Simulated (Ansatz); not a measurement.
Relaxation of BClFH (4 atoms, charge 0, multiplicity 1), to a largest force component of 0.02 eV/Å in at most 40 steps.

Method: Ansatz 0.2.0, RKS PBE-D4/def2-SVP.

```xyz
4
Properties=species:S:1:pos:R:3
B 0.000 0.000 0.000
Cl 0.000 0.000 1.860
H 1.030 0.000 -0.595
F -1.143 0.000 -0.660
```

Q: Where does it end, and by what steps?

A: The forces met the threshold. After 5 steps the energy has fallen by 0.116 eV; Cl2 moved furthest, 0.08 Å.

| step | energy less start (eV) | largest force component (eV/Å) | accepted |
| --- | --- | --- | --- |
| 0 | 0.0000 | 1.889 | yes |
| 1 | -0.0870 | 1.112 | yes |
| 2 | -0.1144 | 0.150 | yes |
| 3 | -0.1156 | 0.082 | yes |
| 4 | -0.1158 | 0.039 | yes |
| 5 | -0.1158 | 0.001 | yes |

```xyz
4
Properties=species:S:1:pos:R:3
B 0.003 0.000 0.029
Cl -0.014 0.000 1.783
H 1.048 0.000 -0.585
F -1.149 0.000 -0.622
```

The run took 5.2 s on 1 thread of Arm Neoverse V2, with other jobs on the host, peak memory 0.12 GiB.
